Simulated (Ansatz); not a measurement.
Molecule: CH2O2 (charge -1, doublet). 
Structure (B3LYP-D3(BJ)/def2-TZVP (Ansatz, a quantum-chemistry and plane-wave program) minimum search):
```
C
O 1 1.2746
H 1 1.1271 2 119.72
O 1 1.4844 3 105.13 2 -131.40
H 4 0.9692 1 100.19 3 137.37
```
Charge -1, spin multiplicity 2.

Basis-set convergence of Hartree-Fock and CCSD(T) correlation energies (hartree) with Ansatz. Valence correlation only, unless marked. UHF or UKS for open shells. No spin-orbit coupling. Non-relativistic. This anion needs diffuse functions, which these sets lack.

| basis | functions | E(HF) | E(corr, CCSD(T)) |
|---|---|---|---|
| cc-pVDZ | - | -188.68482 | -0.53120 |
| cc-pVTZ | 118 | [?] | [?] |

Problem. Fill in the missing entries.

Solution. 
- cc-pVTZ, E(HF): -188.75563
- cc-pVTZ, E(corr, CCSD(T)): -0.67725
